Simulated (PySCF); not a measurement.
CH₂Cl₂, singlet, at the geometry of the source list; HF/def2-SVP (PySCF).

PySCF was given this input:
```python
from pyscf import gto, scf

mol = gto.Mole()
mol.atom = '''
    Cl   -1.449200    0.862500   -0.041200
    C    -0.002200   -0.155500    0.009000
    Cl    1.473300    0.819800   -0.055700
    H    -0.005700   -0.711500    0.945800
    H    -0.016200   -0.815300   -0.857800
'''
mol.basis = 'def2-svp'
mol.charge = 0
mol.spin = 0
mol.verbose = 4
mol.build()

mf = scf.RHF(mol)
mf.kernel()
mf.analyze()
```

The log (banner, timings and long lists left out):

```
PySCF version 2.14.0

[INPUT] verbose = 4
[INPUT] num. atoms = 5
[INPUT] num. electrons = 42
[INPUT] charge = 0
[INPUT] spin (= nelec alpha-beta = 2S) = 0
[INPUT] symmetry False subgroup None
[INPUT] Mole.unit = angstrom
[INPUT] Symbol           X                Y                Z      unit          X                Y                Z       unit  Magmom
[INPUT]  1 Cl    -1.449200000000   0.862500000000  -0.041200000000 AA   -2.738591099720   1.629888782437  -0.077856716332 Bohr   0.0
[INPUT]  2 C     -0.002200000000  -0.155500000000   0.009000000000 AA   -0.004157397474  -0.293852412370   0.017007535121 Bohr   0.0
[INPUT]  3 Cl     1.473300000000   0.819800000000  -0.055700000000 AA    2.784133499322   1.549197476918  -0.105257745138 Bohr   0.0
[INPUT]  4 H     -0.005700000000  -0.711500000000   0.945800000000 AA   -0.010771438910  -1.344540137628   1.787302968614 Bohr   0.0
[INPUT]  5 H     -0.016200000000  -0.815300000000  -0.857800000000 AA   -0.030613563218  -1.540693709358  -1.621007069652 Bohr   0.0

nuclear repulsion = 134.732516689966
number of shells = 28
number of NR pGTOs = 110
number of NR cGTOs = 60
basis = def2-svp
ecp = {}

******** <class 'pyscf.scf.hf.RHF'> ********
method = RHF
initial guess = minao
damping factor = 0
level_shift factor = 0
DIIS = <class 'pyscf.scf.diis.CDIIS'>
diis_start_cycle = 1
diis_space = 8
diis_damp = 0
SCF conv_tol = 1e-09
SCF conv_tol_grad = None
SCF max_cycles = 50
direct_scf = True
direct_scf_tol = 1e-13
Set gradient conv threshold to 3.16228e-05
Initial guess from minao.
init E= -957.913618514974
  HOMO = -0.343474305730608  LUMO = 0.0768071128350916  gap/eV = 11.43644
cycle= 1 E= -957.607457909911  delta_E= 0.306  |g|= 0.534  |ddm|= 2.06
  HOMO = -0.434720881312785  LUMO = 0.103846631000164  gap/eV = 14.65517
cycle= 2 E= -957.664247465346  delta_E= -0.0568  |g|= 0.36  |ddm|= 0.785
  HOMO = -0.436498695529607  LUMO = 0.156329526379672  gap/eV = 16.13168
cycle= 3 E= -957.695805329112  delta_E= -0.0316  |g|= 0.0339  |ddm|= 0.322
  HOMO = -0.439525133842563  LUMO = 0.163126610349166  gap/eV = 16.39899
cycle= 4 E= -957.696534607955  delta_E= -0.000729  |g|= 0.00687  |ddm|= 0.0796
  HOMO = -0.438985073518129  LUMO = 0.163227721684725  gap/eV = 16.38704
cycle= 5 E= -957.696573114922  delta_E= -3.85e-05  |g|= 0.00212  |ddm|= 0.0215
  HOMO = -0.439570410866246  LUMO = 0.163342968759264  gap/eV = 16.40611
cycle= 6 E= -957.696576213483  delta_E= -3.1e-06  |g|= 0.000592  |ddm|= 0.00646
  HOMO = -0.439589782803653  LUMO = 0.163450276101264  gap/eV = 16.40956
cycle= 7 E= -957.696576451834  delta_E= -2.38e-07  |g|= 9.08e-05  |ddm|= 0.00182
  HOMO = -0.439602567881181  LUMO = 0.163451301025255  gap/eV = 16.40993
cycle= 8 E= -957.696576458026  delta_E= -6.19e-09  |g|= 1.83e-05  |ddm|= 0.00027
  HOMO = -0.439604189810876  LUMO = 0.163451480221538  gap/eV = 16.40998
cycle= 9 E= -957.6965764583  delta_E= -2.74e-10  |g|= 4.76e-06  |ddm|= 5.66e-05
  HOMO = -0.439604456117579  LUMO = 0.163451648002811  gap/eV = 16.40999
Extra cycle  E= -957.696576458318  delta_E= -1.8e-11  |g|= 2.23e-06  |ddm|= 1.08e-05
converged SCF energy = -957.696576458318
**** SCF Summaries ****
Total Energy =                        -957.696576458318191
Nuclear Repulsion Energy =             134.732516689965763
One-electron Energy =                -1590.588007296850947
Two-electron Energy =                  498.158914148566964
Two-electron Coulomb Energy =          559.173320195131851
DFT Exchange-Correlation Energy =      -61.014406046564886
HOMO-LUMO gap [eV] =                    16.409992440937248
**** MO energy ****
MO #1   energy= -104.798519966225  occ= 2
MO #2   energy= -104.798487861777  occ= 2
MO #3   energy= -11.3626480595289  occ= 2
MO #4   energy= -10.5623989368364  occ= 2
MO #5   energy= -10.5623835061336  occ= 2
MO #6   energy= -8.03743167372843  occ= 2
MO #7   energy= -8.03741535572148  occ= 2
MO #8   energy= -8.03378514203653  occ= 2
MO #9   energy= -8.03377212869688  occ= 2
MO #10  energy= -8.03364429887374  occ= 2
MO #11  energy= -8.03363561064226  occ= 2
MO #12  energy= -1.18606404284627  occ= 2
MO #13  energy= -1.08861157403821  occ= 2
MO #14  energy= -0.884393679160165 occ= 2
MO #15  energy= -0.675790188417145 occ= 2
MO #16  energy= -0.613599721687272 occ= 2
MO #17  energy= -0.579799798179132 occ= 2
MO #18  energy= -0.467004067896254 occ= 2
MO #19  energy= -0.465227107319056 occ= 2
MO #20  energy= -0.440871530790257 occ= 2
MO #21  energy= -0.439604456117579 occ= 2
MO #22  energy= 0.163451648002811  occ= 0
MO #23  energy= 0.215648209007244  occ= 0
MO #24  energy= 0.220375436653311  occ= 0
MO #25  energy= 0.224584660794862  occ= 0
MO #26  energy= 0.571098949435157  occ= 0
MO #27  energy= 0.592514685026072  occ= 0
MO #28  energy= 0.60028036996154   occ= 0
MO #29  energy= 0.653128240671992  occ= 0
 ** Mulliken pop on meta-lowdin orthogonal AOs  **
 ** Mulliken pop  **
 ** Mulliken atomic charges  **
charge of    0Cl =     -0.11422
charge of    1C =     -0.03239
charge of    2Cl =     -0.11418
charge of    3H =      0.13040
charge of    4H =      0.13039
Dipole moment(X, Y, Z, Debye): -0.02786, -1.95783,  0.11284
```
